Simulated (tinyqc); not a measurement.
Inside a calculation. Method: RHF in the sto-6g basis, for H2O, spin multiplicity 1. One step of it, computed by the program tinyqc.

Question. Iteration 2: diagonalisation and new density. Diagonalise F' = X^T F X, C = X C', fill 5 alpha and 5 beta electrons from the bottom; D = 2 C_occ C_occ^T. Each column has its largest component positive (the first on a tie).

extrapolated F (hartree), lower triangle:
```
             1O 1s      1O 2s     1O 2px     1O 2py     1O 2pz      2H 1s      3H 1s
1O 1s   -20.291560
1O 2s    -4.923431  -2.230535
1O 2px    0.000000   0.000000  -0.280232
1O 2py    0.000196   0.001934   0.000000  -0.252180
1O 2pz   -0.026999  -0.124587   0.000000   0.001639  -0.254742
2H 1s    -1.044364  -0.898276   0.000000  -0.370583  -0.332688  -0.476594
3H 1s    -1.065096  -0.910660   0.000000   0.373134  -0.334824  -0.327048  -0.485958
```

X, lower triangle:
```
            1O 1s      1O 2s    1O 2px     1O 2py     1O 2pz      2H 1s     3H 1s
1O 1s    1.022668
1O 2s   -0.136432   1.210083
1O 2px   0.000000   0.000000  1.000000
1O 2py   0.000118  -0.001943  0.000000   1.098751
1O 2pz  -0.008332   0.094077  0.000000  -0.000840   1.046776
2H 1s    0.019050  -0.265333  0.000000  -0.209185  -0.132620   1.173954
3H 1s    0.019256  -0.271112  0.000000   0.211946  -0.134962  -0.075311  1.178908
```

Give: F' = X^T F X; orbital energies; coefficients C; D after iteration 2.

Answer.

F' = X^T F X (hartree), lower triangle:
```
         1       2       3       4       5       6      7
1  -19.963
2   -2.503  -1.111
3    0.000   0.000  -0.280
4    0.000  -0.001   0.000   0.026
5   -0.044   0.089   0.000   0.000  -0.118
6   -0.168  -0.473   0.000  -0.444  -0.308   0.030
7   -0.173  -0.481   0.000   0.447  -0.311  -0.097  0.033
```

orbital energies (hartree): MO1 -20.295, MO2 -1.176, MO3 -0.555, MO4 -0.362, MO5 -0.280, MO6 0.576, MO7 0.709

coefficients C:
```
           MO1     MO2     MO3     MO4    MO5     MO6     MO7
1O 1s    0.997  -0.219  -0.001   0.101  0.000  -0.118   0.005
1O 2s    0.016   0.825   0.006  -0.545  0.000   0.810  -0.036
1O 2px   0.000   0.000   0.000   0.000  1.000   0.000   0.000
1O 2py   0.000  -0.002   0.606   0.001  0.000   0.034   0.963
1O 2pz   0.003   0.131  -0.002   0.766  0.000   0.732  -0.028
2H 1s   -0.003   0.171   0.446   0.293  0.000  -0.788  -0.762
3H 1s   -0.004   0.174  -0.445   0.290  0.000  -0.736   0.824
```

D after iteration 2, lower triangle:
```
         1O 1s   1O 2s  1O 2px  1O 2py  1O 2pz   2H 1s  3H 1s
1O 1s    2.103
1O 2s   -0.440   1.956
1O 2px   0.000   0.000   2.000
1O 2py   0.000   0.002   0.000   0.734
1O 2pz   0.103  -0.617   0.000  -0.001   1.208
2H 1s   -0.023  -0.032   0.000   0.540   0.492   0.628
3H 1s   -0.024  -0.034   0.000  -0.539   0.491  -0.167  0.624
```
